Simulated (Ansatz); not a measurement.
**Cost against result**

The pair of CH₄ (SMILES C, atoms 1–5) and CH₂O (SMILES C=O, atoms 6–9), both closed shells, in one local arrangement (a lower one may exist), relaxed at PBE0-D4/def2-TZVP:

| atom | x (Å) | y (Å) | z (Å) |
| --- | --- | --- | --- |
| C1 | 0.0468 | 0.1346 | -1.5352 |
| H2 | 0.1424 | 0.3491 | -2.5991 |
| H3 | 0.3637 | -0.8910 | -1.3456 |
| H4 | -0.9946 | 0.2588 | -1.2374 |
| H5 | 0.6758 | 0.8213 | -0.9693 |
| C6 | -0.0622 | -0.1704 | 1.9199 |
| O7 | 0.8994 | 0.4035 | 2.3384 |
| H8 | -1.0366 | 0.3392 | 1.7791 |
| H9 | -0.0349 | -1.2451 | 1.6491 |

Interaction energies are counterpoise-corrected; the time is that of the whole pair.

Ansatz 0.2.0; basis: as named in each row; cores frozen in the correlated methods. B3LYP uses VWN-RPA correlation. Extrapolation: Hartree–Fock as exp(−7.88 √X), correlation as X^−2.97.

Times are rough, for one single point on 2 threads of a shared host (AMD EPYC 9R14).

The estimate by CCSD(T) at an estimated basis limit (MP2 extrapolated from triple and quadruple zeta, plus CCSD(T) − MP2 in triple zeta) is -0.034 eV.

```csv
method,basis,time (s),interaction energy (eV),method less estimate
HF,STO-3G,under 1,0.017,0.051
PBE-D4,STO-3G,under 1,-0.024,0.011
SPW92,def2-SVP,under 1,-0.048,-0.014
B3LYP-D4,6-31G,under 1,-0.028,0.006
PBE-D4,def2-SVP,under 1,-0.039,-0.005
PBE0-D4,def2-SVP,under 1,-0.034,0.000
CCSD(T),def2-SVP,1,-0.006,0.028
PBE-D4,def2-TZVPPD,1,-0.042,-0.007
revPBE-D4,def2-TZVPPD,1,-0.034,0.001
BLYP-D4,def2-TZVPPD,2,-0.026,0.009
wB97M-V,def2-SVP,2,-0.024,0.010
HSE06-D4,def2-TZVPPD,2,-0.037,-0.003
PBE0-D4,def2-TZVPPD,2,-0.037,-0.003
B3LYP-D4,def2-TZVPPD,2,-0.031,0.004
r2SCAN-D4,def2-TZVPPD,2,-0.037,-0.002
B2PLYP,def2-TZVPPD,4,-0.008,0.027
wB97X-V,def2-TZVPPD,4,-0.035,-0.001
B97M-V,def2-TZVPPD,5,-0.032,0.002
wB97M-V,def2-TZVPPD,6,-0.032,0.003
MP2,def2-QZVPPD,14,-0.033,0.001
CCSD(T),def2-TZVPPD,48,-0.030,0.005
```

The T1 diagnostic stays at or below 0.016. The restricted Hartree–Fock reference is unstable towards an unrestricted one at one or more of these structures.
